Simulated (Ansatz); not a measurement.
# C4N2: the cost of one run

Computed with Ansatz 0.2.0 (the levels named in each step, unless a step's input says otherwise).

## (1) The starting structure

Bond lengths: N1–C2 1.149 Å, C2–C3 1.359 Å, C3–C4 1.215 Å, C4–C5 1.359 Å, C5–N6 1.149 Å. Angles: N1–C2–C3 180.0°, C2–C3–C4 180.0°, C3–C4–C5 180.0°, C4–C5–N6 180.0°.

Coordinates:

```xyz
6

N     0.0000    0.0000   -3.1158
C     0.0000    0.0000   -1.9668
C     0.0000    0.0000   -0.6076
C     0.0000    0.0000    0.6076
C     0.0000    0.0000    1.9668
N     0.0000    0.0000    3.1158
```

## (2) A rough first relaxation, PBE-D4/def2-SVP

This run stands in another session on the same molecule. It ended at:

```xyz
6

N     0.0000    0.0000   -3.1655
C     0.0000    0.0000   -1.9854
C     0.0000    0.0000   -0.6178
C     0.0000    0.0000    0.6178
C     0.0000    0.0000    1.9854
N     0.0000    0.0000    3.1655
```

## (3) Relaxation, PBE0-D4/def2-TZVPP

This run stands in another session on the same molecule. It ended at:

```xyz
6

N     0.0000    0.0000   -3.1218
C     0.0000    0.0000   -1.9667
C     0.0000    0.0000   -0.6035
C     0.0000    0.0000    0.6035
C     0.0000    0.0000    1.9667
N     0.0000    0.0000    3.1218
```

## (4) Frequencies, PBE0-D4/def2-TZVPP

input.yaml reads:

```yaml
crystal:
  periodic: [false, false, false]
  atoms:
    - { symbol: "N", position_ang: [0.0, 0.0, -3.12176674] }
    - { symbol: C, position_ang: [0.0, 0.0, -1.96670302] }
    - { symbol: C, position_ang: [0.0, 0.0, -0.60345876] }
    - { symbol: C, position_ang: [0.0, 0.0, 0.60345687] }
    - { symbol: C, position_ang: [0.0, 0.0, 1.96670414] }
    - { symbol: "N", position_ang: [0.0, 0.0, 3.1217675] }
basis:
  gaussian: { orbitals: def2-TZVPP }
hamiltonian:
  xc: pbe0
  dispersion: d4
phonons: {}
```

Run with:

```sh
$ ansatz run input.yaml --threads 4 --pin off --max-ram 10240MiB --backend cpu --events-out ev --progress --plain --runs-dir out
```

What time and memory should one allow on 4 threads of Intel Xeon at 2.50GHz (Skylake/Cascade Lake), shared host?

About 59 s, with a peak of 0.39 GiB.
